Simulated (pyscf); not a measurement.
Single points on ωB97X-D3(BJ)/def2-SVP structures (PySCF, gas phase).

**Question.** Estimate the classical barrier height and the reaction energy of [O=Mo(OH)(OH)–Cl]• → [O=Mo(=O)–Cl]• + H₂O at ωB97M-D3(BJ)/def2-TZVP. The step runs on the doublet surface, breaks H–O, Mo–O and forms H–O; take the reactant's lowest minimum found as zero.

**Answer.** ΔE‡ = 36.2 kcal/mol, ΔE = +40.0 kcal/mol. Zero-point energy shifts the barrier by -1.8 kcal/mol. It is an elimination, with an imaginary mode of 1401i cm⁻¹. On the product side the descent ends in an adduct with a Mo–O contact, 28.7 kcal/mol under the separated species and 22.7 kcal/mol under the saddle at ωB97X-D3(BJ)/def2-TZVP. At ωB97M-D3(BJ) the saddle lies under the separated products, which points to a path from their complex (located at ωB97X-D3(BJ) alone), and parting the products costs more than the saddle. What is counted as broken (Mo–O) persists as a longer contact in the product adduct; parting that adduct is a step of its own. This is the saddle that the search found; another between the same sides may lie lower. Open-shell species with a d-block atom are single-reference here; other states, and whether the spin sits on metal or ligand, were not checked. Elements past Kr carry the def2 core potentials, without spin-orbit coupling.
